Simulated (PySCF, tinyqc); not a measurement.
RHF in the sto-3g basis, for HF, spin multiplicity 1, step by step. The lowest restricted solution is unstable here: a spin-polarised one lies 0.0196 hartree lower (PySCF). One step of it, computed by the program tinyqc.

Task: Orthogonalisation. S = U s U^T; symmetric (Loewdin) form X = U s^(-1/2) U^T, so that X^T S X = 1.

overlap S, order 1F 1s, 1F 2s, 1F 2px, 1F 2py, 1F 2pz, 2H 1s:
$$\begin{pmatrix}
1.000000 & 0.237990 & 0.000000 & 0.000000 & 0.000000 & 0.017618 \\
0.237990 & 1.000000 & 0.000000 & 0.000000 & 0.000000 & 0.214560 \\
0.000000 & 0.000000 & 1.000000 & 0.000000 & 0.000000 & 0.000000 \\
0.000000 & 0.000000 & 0.000000 & 1.000000 & 0.000000 & 0.000000 \\
0.000000 & 0.000000 & 0.000000 & 0.000000 & 1.000000 & 0.194061 \\
0.017618 & 0.214560 & 0.000000 & 0.000000 & 0.194061 & 1.000000
\end{pmatrix}$$

Give: eigenvalues of S; X.

Result:

eigenvalues of S: [0.6577, 0.8595, 1.0000, 1.0000, 1.1234, 1.3594]

X, order 1F 1s, 1F 2s, 1F 2px, 1F 2py, 1F 2pz, 2H 1s:
$$\begin{pmatrix}
1.0225 & -0.1257 & 0.0000 & 0.0000 & -0.0020 & 0.0117 \\
-0.1257 & 1.0416 & 0.0000 & 0.0000 & 0.0171 & -0.1159 \\
0.0000 & 0.0000 & 1.0000 & 0.0000 & 0.0000 & 0.0000 \\
0.0000 & 0.0000 & 0.0000 & 1.0000 & 0.0000 & 0.0000 \\
-0.0020 & 0.0171 & 0.0000 & 0.0000 & 1.0151 & -0.1025 \\
0.0117 & -0.1159 & 0.0000 & 0.0000 & -0.1025 & 1.0338
\end{pmatrix}$$
